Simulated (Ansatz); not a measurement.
# LiF (singlet): from Hartree-Fock to the top rungs, cc-pVQZ

The task here is to estimate one member of a computed series from the others.

Computed with Ansatz 0.2.0, Gaussian basis. Level: cc-pVQZ, core rule «outside noble gas», up to 2 orbitals frozen.

Plan: UHF; CCSD(T) on RHF; BCCD(T) on RHF; CISD; CCSDT(Q) on RHF.

20 further runs of the same task are left out: 11 for a known fault of the program, 9 set aside as unsound or not needed.

## What is computed

The geometry is an MP2(full)/6-31G* stationary point (not a proven minimum).

2 atoms, charge 0, spin multiplicity 1.

Atoms are counted from 1 here; the program's logs count them from 0.

Bond lengths: Li1–F2 1.567 Å.

Set-up of the first run:

Contents of in.yaml:

```yaml
crystal:
  periodic: [false, false, false]
  atoms:
    - {symbol: Li, position_ang: [0.000000, 0.000000, 0.000000]}
    - {symbol: F, position_ang: [0.000000, 0.000000, 1.566620]}
basis:
  gaussian: {orbitals: cc-pVQZ}
magnetization: {spin_polarized: true, initial_magnetization: 0}
hamiltonian: {xc: hf}
output: {orbitals: {seedname: orbitals}}
```

Run with:

```bash
$ ansatz run in.yaml --threads 1 --pin off --events-out ev --progress --plain --max-ram 8192MiB --backend cpu
```

Steps of the session up to this table: UHF; CCSD(T) on RHF; BCCD(T) on RHF; CISD; CCSDT(Q) on RHF.

One table of the session follows, with a row left open; its other results are not shown here.

```
   method  from RCCSDT(Q) (meV)
      RHF                     ?
     RMP2                +131.9
     CISD                +559.5
    RCCSD                +261.2
 RCCSD(T)                  +7.2
  BCCD(T)                  +4.1
   RCCSDT                  +9.5
RCCSDT(Q)                     0
```

**Question.** Estimate the row for RHF.

As computed: from RCCSDT(Q) (meV): +8429.1. In the column «from RCCSDT(Q) (meV)» it is the highest.

With the free atoms at the same levels and basis (separate runs), the atomisation energy is 5.909 eV at RCCSDT(Q), 5.910 eV at RCCSD(T), 3.923 eV at RHF.
